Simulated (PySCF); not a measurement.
Species: C5H6.
Structure used (PBE0-D3(BJ)/def2-SVP), in Å, numbered top down from 1:
```xyz
11
C5H6 angstrom
C     -2.415    0.380    0.918
C     -1.579   -0.517    0.374
C     -0.200   -0.288    0.106
C      0.980   -0.116   -0.131
C      2.389    0.092   -0.413
H     -2.074    1.380    1.199
H     -3.464    0.132    1.093
H     -1.963   -1.509    0.106
H      3.014   -0.213    0.441
H      2.601    1.153   -0.620
H      2.711   -0.493   -1.289
```

The closed-shell ground state was solved at several levels (PySCF, density fitting, gas phase, non-relativistic).

```csv
level,basis functions,HOMO (eV),LUMO (eV),gap (eV),dipole (D)
B3LYP/cc-pVTZ,234,-6.47,-0.86,5.61,0.68
PBE0/cc-pVDZ,100,-6.58,-0.50,6.08,0.68
B3LYP/def2-TZVP,191,-6.50,-0.92,5.58,0.68
OPBE/pcSseg-2,264,-5.69,-1.61,4.08,0.78
PBE/pcSseg-2,264,-5.71,-1.68,4.03,0.80
B3LYP/pcJ-0,83,-6.57,-0.74,5.83,0.58
```

Problem. What might BHandHLYP/pcJ-1 (195 basis functions) give for the same quantities?

Solution. HOMO -7.61 eV, LUMO 0.41 eV, gap 8.02 eV, dipole 0.57 D.

Problem. Over all these levels, which gives the widest orbital gap and which the narrowest?

Solution. BHandHLYP/pcJ-1 (global hybrid, 50 % exact exchange) has the widest, 8.02 eV, and PBE/pcSseg-2 (GGA) the narrowest, 4.03 eV. Functional and basis both differ between the two, so the spread mixes both effects.

Problem. How much does the basis alone move the frontier levels among the 3 B3LYP rows?

Solution. The HOMO by 0.10 eV and the LUMO by 0.18 eV. By rising basis size (HOMO, LUMO in eV): pcJ-0 -6.57, -0.74; def2-TZVP -6.50, -0.92; cc-pVTZ -6.47, -0.86.

Problem. How far do the dipole and the HOMO energy spread over the levels?

Solution. The dipole runs from 0.57 to 0.80 D (mean 0.68 D) and the HOMO from -7.61 to -5.69 eV.
